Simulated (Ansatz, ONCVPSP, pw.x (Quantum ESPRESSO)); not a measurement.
## From atom to crystal: ONCV potential for boron (B)

ONCVPSP 4.0.1 input, shortened (lines: element, Z, core and valence counts, functional; n l f; lmax; l rc ep ncon nbas qcut; lloc lpopt rc5 dvloc0; l nproj debl; icmod fcfact rcfact), PBEsol, scalar-relativistic:

```
  B 5.00    1    2  -116133      upf
    1    0    2.00
    2    0    2.00
    2    1    1.00
    2
    0    1.55    0.00    4    8    4.90
    1    4.00    0.00    4    7    3.50
    2    3.30    0.15    3    7    3.00
    4    2    1.25    0.00
    0    2    0.80
    1    2    0.90
    2    2    3.60
    3    5.00    1.40
```

Atomic tests: cutoffs needed: 9.8 Ha and 21 Ha (the cutoffs (Ha) at which the residual kinetic energy of the hardest occupied pseudo-wave falls to 1 and 0.1 mHa per electron) The cutoffs count occupied waves only; projector 2 of the d channel, the hardest unoccupied one, needs 40 Ha at the loose tolerance.; ghost test: no bound ghost flagged; GHOST(+) flagged for d at 82.5 eV; largest excitation error: +699 meV (all-electron minus pseudo) for 2s1 2p0, out of 4 test configurations.

Crystal test: diamond B in pw.x 7.5, no spin, 11³ k-points, Fermi–Dirac smearing 0.01 Ry, cutoffs 50/200 Ry. The reference is all-electron LAPW (Ansatz 0.2.0) with the same functional, mesh and smearing; V0 and B0 come from Birch–Murnaghan fits to the pressures at five volumes. Errors are pseudo minus all-electron; Δ is the rms difference of the E(V) curves that follow from these fits, minima aligned, over ±6 % about the mean V0. Mesh and smearing are coarse, so the numbers serve the comparison and aren't converged zero-temperature values; the lattice is a test structure that the element need not adopt.

```
V (Å³/atom)  P all-electron (GPa)  P pseudo (GPa)
      7.786                 10.30          -25.32
      7.991                  4.90          -30.44
      8.196                  0.07          -34.98
      8.401                 -4.24          -39.01
      8.606                 -8.09          -42.58
```

All-electron: a0 = 4.033 Å (V0 = 8.20 Å³/atom), B0 = 182.1 GPa.

Pseudopotential: mean pressure error (GPa): -35.05. The pressure does not cross zero within the volumes sampled, so no fit is given. The largest radius (4.00 bohr) exceeds half the bond length (1.65 bohr), so the spheres overlap, which is one possible source of error among others. This is a poor potential for the solid.

Q: At the middle volume, how do free energy and pressure move when the wave cutoff is lowered (ecutrho kept at four times it)?

A:

```
cutoff (Ry)  shift of F (meV/atom)  shift of P (GPa)
         22                  +25.4             -1.32
         30                  +11.6             +0.07
         40                   +7.3             -0.27
```

The 8 pw.x runs together took about 26 s on one core of a shared server CPU.
